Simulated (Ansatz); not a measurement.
**C₂H₆Si: one species, many methods**

The task here is to estimate one member of a computed series from the others.

Program: Ansatz 0.2.0, Gaussian basis. Level of theory: functionals in def2-TZVPP, the program's frozen cores in correlated methods. These are calculated values, not measurements.

The runs, in order: LDA (SPW92), PBE-D4, revPBE-D4, BLYP-D4, r2SCAN-D4, B97M-V, PBE0-D4, B3LYP-D4, r2SCANh-D4, r2SCAN0-D4, HSE06-D4, BHLYP-D4, CAM-B3LYP-D4, LC-ωPBE, ωB97X-V, ωB97M-V, B2PLYP, PBE-QIDH; CCSD(T)/def2-SVP; CCSD(T)/def2-TZVPP; MP2/def2-QZVPP; extrapolation to the limit; RPA on PBE.

### The relaxed structure

An earlier PBE0-D4 in a triple-zeta def2 set relaxation fixed the geometry.

SMILES `C=C[SiH3]`, 9 atoms, charge 0, spin multiplicity 1.

Atoms are counted from 1 here; the program's logs count them from 0.

Bond lengths: C1–C2 1.330 Å, C1–H4 1.087 Å, C1–H5 1.087 Å, C2–Si3 1.859 Å, C2–H6 1.089 Å, Si3–H7 1.488 Å, Si3–H8 1.487 Å, Si3–H9 1.488 Å. Angles: C2–C1–H4 121.7°, C2–C1–H5 122.2°, H4–C1–H5 116.1°, C1–C2–Si3 123.1°, C1–C2–H6 118.1°, Si3–C2–H6 118.8°, C2–Si3–H7 110.8°, C2–Si3–H8 109.0°, C2–Si3–H9 110.8°, H7–Si3–H8 109.3°, H7–Si3–H9 107.5°, H8–Si3–H9 109.3°.

The first run:

in.yaml reads:

```yaml
crystal:
  periodic: [false, false, false]
  atoms:
    - {symbol: C, position_ang: [-0.713715, 0.870154, -1.048313]}
    - {symbol: C, position_ang: [-0.071316, 0.712467, 0.105649]}
    - {symbol: Si, position_ang: [0.560602, -0.932020, 0.700142]}
    - {symbol: H, position_ang: [-0.905674, 0.033026, -1.713915]}
    - {symbol: H, position_ang: [-1.076742, 1.838593, -1.381470]}
    - {symbol: H, position_ang: [0.089351, 1.592007, 0.727588]}
    - {symbol: H, position_ang: [2.035800, -0.893918, 0.893823]}
    - {symbol: H, position_ang: [0.223362, -1.972387, -0.307337]}
    - {symbol: H, position_ang: [-0.053167, -1.294320, 2.006733]}
basis:
  gaussian: {orbitals: def2-TZVPP}
hamiltonian: {xc: lda}
output: {orbitals: {seedname: orbitals}}
```

Among the steps run: LDA; PBE-D4 (GGA); revPBE-D4 (GGA); BLYP-D4 (GGA); r2SCAN-D4 (meta-GGA); B97M-V (meta-GGA); PBE0-D4 (hybrid); B3LYP-D4 (hybrid); r2SCANh-D4 (hybrid); r2SCAN0-D4 (hybrid); HSE06-D4 (hybrid); BHLYP-D4 (hybrid); CAM-B3LYP-D4 (range-separated); LC-ωPBE-D4 (range-separated; the results give it without D4); ωB97X-V (range-separated); ωB97M-V (range-separated); B2PLYP (double hybrid); PBE-QIDH (double hybrid).

One of the session's tables, all rows but one given; the rest of the session is left out.

It belongs to the step «Frontier levels by functional». 

```
  functional  HOMO (eV)  gap (eV)
 LDA (SPW92)      -7.05      5.33
      PBE-D4      -6.90      5.39
   revPBE-D4      -6.84      5.42
     BLYP-D4      -6.73      5.37
   r2SCAN-D4      -7.11      5.82
      B97M-V          ?         ?
     PBE0-D4      -8.01      7.53
    B3LYP-D4      -7.78      7.08
  r2SCANh-D4      -7.53      6.62
  r2SCAN0-D4      -8.16      7.80
    HSE06-D4      -7.61      6.74
    BHLYP-D4      -8.95      9.61
CAM-B3LYP-D4      -9.33     10.03
     LC-ωPBE     -10.76     12.61
     ωB97X-V     -10.35     12.13
     ωB97M-V     -10.25     11.89
```

Q: Estimate the row for B97M-V from the others.

**Answer.** HOMO (eV): -7.15; gap (eV): 5.85. In the column «HOMO (eV)» it lies between r2SCANh-D4 (-7.53) and r2SCAN-D4 (-7.11).
